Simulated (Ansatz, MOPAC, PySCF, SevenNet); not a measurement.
## How well does each level of theory give the bulk modulus B0 of zinc-blende InAs?

Reference value: 58.6 GPa (measured, 0 K value with the zero-point phonon effect removed; as tabulated in Mejia-Rodriguez and Trickey (2018), arXiv:1807.09216).

```json
[
 {"level (code)": "PM6 semi-empirical Hartree-Fock (MOPAC)", "value (GPa)": "130", "cell (Å³/atom)": "26.68", "error (%)": "+122"},
 {"level (code)": "SevenNet-l3i5", "value (GPa)": "49.1", "cell (Å³/atom)": "29.67", "error (%)": "-16.2"},
 {"level (code)": "LDA (Ansatz)", "value (GPa)": "60.1", "cell (Å³/atom)": "27.35", "error (%)": "+2.6"},
 {"level (code)": "PBE (Ansatz)", "value (GPa)": "48.5", "cell (Å³/atom)": "29.60", "error (%)": "-17.2"},
 {"level (code)": "HSE06 (Ansatz)", "value (GPa)": "58.0", "cell (Å³/atom)": "28.49", "error (%)": "-1.0"},
 {"level (code)": "Hartree–Fock (Ansatz)", "value (GPa)": "64.6", "cell (Å³/atom)": "29.43", "error (%)": "+10.2"},
 {"level (code)": "MP2 (PySCF)", "value (GPa)": "59.8 ± 2", "cell (Å³/atom)": "29.14", "error (%)": "+2.0"}
]
```

Once the reference is moved by up to 5.0 % (a margin picked here for doubts on the reference and the settings) and values within 1.7 % count as equal, the nearest can be HSE06 (-1.0 %), MP2 (+2.0 %) or LDA (+2.6 %). Among them PM6 semi-empirical Hartree-Fock (MOPAC) (+122 %) misses by most.

A ± on a computed value is a rough bar: the spread of its extrapolation, a floor set from checks against published values, or a statistical error. PM6 semi-empirical Hartree-Fock (MOPAC): the method was fitted mainly to molecules. PM6 semi-empirical Hartree-Fock (MOPAC): the run uses a supercell at the zone centre in place of a k mesh. Each level is taken at its own relaxed cell. Cutoffs and k meshes differ between the levels. Ansatz's density-functional and Hartree–Fock values are scalar-relativistic unless marked +SOC, with PAW data made under PBE.

Machine-learned potentials (SevenNet-l3i5) are trained on DFT data: a solid inside that data is no test of them.

Differences are worked out from the printed values.

Ansatz is an electronic-structure program.
